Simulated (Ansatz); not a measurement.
# One shape, several levels: H3NO (hydroxylamine)

We compute a comparison of 6 runs (HF/STO-3G, CAM-B3LYP/STO-3G, HSE06/STO-3G, PBE0/STO-3G, SVWN5/STO-3G, BCCD(T)/STO-3G) of H3NO (hydroxylamine). 

The calculation is run with Ansatz 0.2.0.

51 further runs of the same task are left out: 1 that didn't finish, 50 set aside as unsound or not needed.

## 1. The molecule

The species is H3NO (5 atoms), meant as a singlet with charge 0. SMILES: `NO`. The H4–N1 distance was set to 2.549 Å, away from the relaxed value. At this shape a bond of the SMILES string is far longer than usual.

Bond lengths: N1–O2 1.432 Å, N1–H3 1.020 Å, O2–H5 0.966 Å. Angles: N1–O2–H5 105.0°, O2–N1–H3 105.6°.

## 2. A single-point energy at HF/STO-3G (run 1)

run.yaml

```yaml
crystal:
  periodic: [false, false, false]
  atoms:
    - symbol: "N"
      position_ang: [1.287717, -0.744624, -0.100376]
    - symbol: O
      position_ang: [1.838357, 0.296066, 0.714304]
    - symbol: H
      position_ang: [1.304857, -1.584324, 0.477804]
    - symbol: H
      position_ang: [-1.156690, -0.114310, -0.454620]
    - symbol: H
      position_ang: [2.592267, 0.634446, 0.213074]
basis:
  gaussian:
    orbitals: STO-3G
hamiltonian:
  xc: hf
accuracy: high
```

On the command line:

```
ansatz run run.yaml --threads 1 --pin off --max-ram 2610MiB --events-out events.jsonl --progress --plain --runs-dir runs
```

The program printed:

```text
Warning: RAYON_NUM_THREADS=1 ignored (pool sized by the plan → 1); use --threads N
Functional definition: HF
  name "HF"
  exchange = exact_x
  correlation = 0
208 factors; integrals over basis functions are off by at most 2.3e-8 eV
mean field evaluation 1: about -3505.0900 eV, gradient 1.9e1 eV
mean field evaluation 2: about -3505.1829 eV, gradient 1.9e1 eV
mean field evaluation 4: about -3507.7937 eV, gradient 2.3e0 eV
mean field evaluation 8: about -3507.8443 eV, gradient 1.8e-1 eV
mean field evaluation 16: about -3499.8421 eV, gradient 2.5e1 eV
mean field -3507.84556497 eV, -128.9109468097 hartree, gradient 3.9e-8 eV, S^2 0.000000; 0 other end points of the search recorded, 0 dependent functions left out
reference -3507.84556497 eV, -128.9109468097 hartree; 9, 9 occupied and 4, 4 virtual orbitals, 208 factors
Total energy: -3507.84556497 eV, -128.9109468097 hartree
```

Run time: 0.08 s. Hardware: 1 thread of Arm Neoverse V1, shared host.

## 3. A single-point energy at CAM-B3LYP/STO-3G (run 2)

molecule.yaml

```yaml
crystal:
  periodic: [false, false, false]
  atoms:
    - {symbol: N, position_ang: [1.287717, -0.744624, -0.100376]}
    - {symbol: O, position_ang: [1.838357, 0.296066, 0.714304]}
    - {symbol: H, position_ang: [1.304857, -1.584324, 0.477804]}
    - {symbol: H, position_ang: [-1.156690, -0.114310, -0.454620]}
    - {symbol: H, position_ang: [2.592267, 0.634446, 0.213074]}
basis:
  gaussian:
    orbitals: STO-3G
hamiltonian:
  xc: {name: CAM-B3LYP}
accuracy: high
total_charge: 0
```

On the command line:

```
ansatz run molecule.yaml --threads 1 --pin off --max-ram 2610MiB --events-out events.jsonl --progress --plain --runs-dir runs
```

The program printed:

```text
Warning: RAYON_NUM_THREADS=1 ignored (pool sized by the plan → 1); use --threads N
Functional definition: CAM-B3LYP
  name "CAM-B3LYP"
  parameter alpha = 0.19
  parameter beta = 0.46
  parameter omega = 0.33/bohr
  parameter ac = 0.81
  exchange = (1 - alpha - beta)*b88_x + beta*b88_x_sr(omega) + alpha*exact_x + beta*exact_x_lr(omega)
  correlation = (1 - ac)*vwn5_c + ac*lyp_c
208 factors; integrals over basis functions are off by at most 2.3e-8 eV
126 factors; integrals over basis functions are off by at most 7.0e-10 eV
mean field evaluation 1: about -3523.5010 eV, gradient 2.0e1 eV
mean field evaluation 2: about -3516.6916 eV, gradient 3.0e1 eV
mean field evaluation 4: about -3525.6956 eV, gradient 1.2e1 eV
mean field evaluation 8: about -3526.2784 eV, gradient 8.0e0 eV
mean field evaluation 16: about -3526.4936 eV, gradient 1.5e-8 eV
mean field -3526.49359064 eV, -129.5962491128 hartree, gradient 1.5e-8 eV, S^2 0.000000; 0 other end points of the search recorded, 0 dependent functions left out
reference -3526.49360330 eV, -129.5962495780 hartree; 9, 9 occupied and 4, 4 virtual orbitals, 208 factors
Total energy: -3526.49360330 eV, -129.5962495780 hartree
```

Wall time 0.97 s (1 thread of Arm Neoverse V1, shared host).

Runs 3 to 4 aren't shown in full; the table further down has their settings and results.

## 4. A single-point energy at SVWN5/STO-3G (run 5)

Edit molecule.yaml of step 3 so:

```diff
@@ -12,4 +12,3 @@
 hamiltonian:
-  xc: {name: CAM-B3LYP}
+  xc: {name: SVWN5}
 accuracy: high
-total_charge: 0
```

On the command line:

```
ansatz run molecule.yaml --threads 1 --pin off --max-ram 2610MiB --events-out events.jsonl --progress --plain --runs-dir runs
```

The program printed:

```text
Warning: RAYON_NUM_THREADS=1 ignored (pool sized by the plan → 1); use --threads N
Functional definition: SVWN5
  name "SVWN5"
  exchange = slater_x
  correlation = vwn5_c
208 factors; integrals over basis functions are off by at most 2.3e-8 eV
mean field evaluation 1: about -3498.5392 eV, gradient 2.2e1 eV
mean field evaluation 2: about -3488.0778 eV, gradient 2.6e1 eV
mean field evaluation 4: about -3500.9405 eV, gradient 1.1e1 eV
mean field evaluation 8: about -3500.8900 eV, gradient 1.1e1 eV
mean field evaluation 16: about -3501.3277 eV, gradient 4.5e-9 eV
mean field -3501.32766098 eV, -128.6714182559 hartree, gradient 1.1e-8 eV, S^2 0.000000; 1 other end points of the search recorded, 0 dependent functions left out
reference -3501.32766277 eV, -128.6714183217 hartree; 9, 9 occupied and 4, 4 virtual orbitals, 208 factors
Total energy: -3501.32766277 eV, -128.6714183217 hartree
```

Run time: 0.77 s. Hardware: 1 thread of Arm Neoverse V1, shared host.

## 5. The energy at BCCD(T)/STO-3G (run 6)

input.yaml

```yaml
crystal:
  periodic: [false, false, false]
  atoms:
    - {symbol: "N", position_ang: [1.287717, -0.744624, -0.100376]}
    - {symbol: O, position_ang: [1.838357, 0.296066, 0.714304]}
    - {symbol: H, position_ang: [1.304857, -1.584324, 0.477804]}
    - {symbol: H, position_ang: [-1.156690, -0.114310, -0.454620]}
    - {symbol: H, position_ang: [2.592267, 0.634446, 0.213074]}
basis:
  gaussian:
    orbitals: STO-3G
magnetization:
  spin_polarized: false
correlation:
  method: bccd_t
  frozen_orbitals: {H: 0, "N": 1, O: 1}
accuracy: high
scf:
  omitted_lower_state_checks: [cluster_reference, increment]
```

On the command line:

```
ansatz run input.yaml --threads 1 --pin off --max-ram 2610MiB --events-out events.jsonl --progress --plain --runs-dir runs
```

The program printed:

```text
Warning: RAYON_NUM_THREADS=1 ignored (pool sized by the plan → 1); use --threads N
[... 12 lines left out ...]
2 core orbitals not correlated: weight in the atoms' cores, before any rotation towards them, 1.000 or more for the frozen orbitals, at most 0.000 for the correlated occupied ones
[... 36 lines left out ...]
WARN: these amplitudes may be one of several solutions (largest doubles amplitude 0.78, level shift 13.29 eV)
Total energy: -3516.49076250 eV, -129.2286519587 hartree
Checks for a lower state left out: cluster_reference, increment
```

Run time: 0.16 s. Hardware: 1 thread of Arm Neoverse V1, shared host.

## 6. Overview of the runs

```
run             level  frozen core orbitals  energy (Eh)  wall time
  1         HF/STO-3G                     –  -128.910947     0.08 s
  2  CAM-B3LYP/STO-3G                     –  -129.596250     0.97 s
  3      HSE06/STO-3G                     –  -129.544885     0.99 s
  4       PBE0/STO-3G                     –  -129.549590     0.77 s
  5      SVWN5/STO-3G                     –  -128.671418     0.77 s
  6    BCCD(T)/STO-3G                     2  -129.228652     0.16 s
```

## 7. Outcome

| quantity | value |
| --- | --- |
| run 6: total energy | -129.22865 Eh |
| run 6: correlation energy (2 core orbitals frozen) | -317.7 mEh |
| run 6: (T) correction | -7.71 mEh |

In words: Totals of different functionals can't be ranked against each other. In run 6 the log says that unrestricted orbitals would lower the reference, so the values rest on an unstable closed-shell determinant (other closed-shell runs at this shape may share the fault). In runs 1, 2, 3, 4, 5, 6 the basis is minimal, so the values are rough. In runs 1, 2, 3, 4, 5 a closed-shell determinant meets a far-stretched bond, which it describes badly. All runs together took 3.7 s, the longest 0.99 s.
